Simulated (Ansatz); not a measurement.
Zinc-blende HgS (metastable phase), treated with HSE06-D3(BJ) (Ansatz, a program for electronic structure, plane waves, PAW).

Run with plane-wave cutoff 460 eV, 8×8×8 k mesh, Fermi–Dirac smearing 0.01 eV, scalar-relativistic PAW data made under PBE.

The direct gap at Γ against volume; x = 100 ln(V/24.871 Å³). One gap is withheld.

```tsv
V (Å³/atom)	x	gap (eV)
23.628	-5.13	0.507
24.249	-2.53	0.470
24.871	0.00	0.432
25.489	2.45	0.394
26.115	4.88	?
```

### Question
Fit a straight line to the rows shown, give the volume deformation potential and predict the withheld gap.

### Answer
Means of the 4 rows: x̄ = -1.302, ȳ = 0.4507 eV. Σ(x − x̄)(y − ȳ) = -0.4763 and Σ(x − x̄)² = 31.934, so the slope is -0.0149 eV per unit of x, and dE_g/d ln V = -1.5 eV. At x = 4.88: 0.4507 + (-0.0149) × (4.88 − (-1.302)) = 0.359 eV. The run gives 0.354 eV, 0.005 eV below the line, as the curve bends the same way over all rows.

Spin–orbit coupling is not included.
